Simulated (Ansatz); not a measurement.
For bcc V, PBE (plane waves, PAW; Ansatz, an electronic-structure program) gives:

| Property | Result |
|---|---|
| equilibrium lattice constant a | 2.997 Å |
| bulk modulus | 182 GPa |

Q: What does B3LYP (VWN-RPA form) (PAW; Ansatz) give for the same quantities?

A: 
- lattice constant a: 2.986 Å (decreases by 0.4 %)
- bulk modulus: 202 GPa (increases by 11 %)

For comparison: lattice constant a 3.021 Å (measured, static lattice: zero-point anharmonic expansion removed; as tabulated in Mejia-Rodriguez and Trickey (2018), arXiv:1807.09216); bulk modulus 161 GPa (measured, corrected for temperature and zero-point phonon effects, our sources range from 159 to 166; as tabulated in Levämäki et al. (2014), arXiv:1402.3671).

Changes are worked out from the printed values.

Unless a cell is named, each level is at its own relaxed cell (PBE 13.46, B3LYP (VWN-RPA form) 13.31 Å³/atom).

The crystal itself was run without spin with PBE, B3LYP (VWN-RPA form); a magnetic state was not tried in these runs.

Ansatz's density-functional and Hartree–Fock values are scalar-relativistic unless marked +SOC, with PAW data made under PBE.
